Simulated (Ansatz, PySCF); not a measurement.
This PySCF input computes a r2SCAN/def2-TZVPD energy:

```python
from pyscf import gto, scf, dft

mol = gto.M(
    atom='''
    C     0.00598162   -0.74638564   -0.79142779
    S    -0.00405660    0.00755066    0.86715118
    C     0.00148343    0.73249072   -0.80432606
    H    -0.90354333   -1.26373096   -1.06830194
    H     0.92121449   -1.25810671   -1.05981456
    H     0.91360094    1.24501043   -1.08164591
    H    -0.91115687    1.23938617   -1.09013329
    ''',
    basis='def2-tzvpd',
    charge=0,
    spin=0,
    verbose=4,
)

mf = dft.RKS(mol, xc='r2scan').density_fit(auxbasis='def2-universal-jkfit')
mf.grids.level = 4
mf.conv_tol = 1e-9
mf.max_cycle = 100
mf.max_memory = 1500
mf.kernel()
if not mf.converged:
    mf = mf.newton()
    mf.kernel(mf.make_rdm1())
mf.analyze()
```

### Question
Write an input for the same energy in Ansatz (a quantum-chemistry and plane-wave program) and say what it gives.

### Answer

Ansatz 0.2 input:
```yaml
crystal:
  periodic: [false, false, false]
  atoms:
    - {symbol: C, position_ang: [0.00598162, -0.74638564, -0.79142779]}
    - {symbol: S, position_ang: [-0.00405660, 0.00755066, 0.86715118]}
    - {symbol: C, position_ang: [0.00148343, 0.73249072, -0.80432606]}
    - {symbol: H, position_ang: [-0.90354333, -1.26373096, -1.06830194]}
    - {symbol: H, position_ang: [0.92121449, -1.25810671, -1.05981456]}
    - {symbol: H, position_ang: [0.91360094, 1.24501043, -1.08164591]}
    - {symbol: H, position_ang: [-0.91115687, 1.23938617, -1.09013329]}
basis:
  gaussian:
    orbitals: def2-TZVPD
hamiltonian:
  xc: {name: r2SCAN}
output: {forces: true}
```
It gives -476.74955 Eh, and PySCF -476.74962 Eh, a difference of 0.07 mEh, from the treatment of integrals and grids.
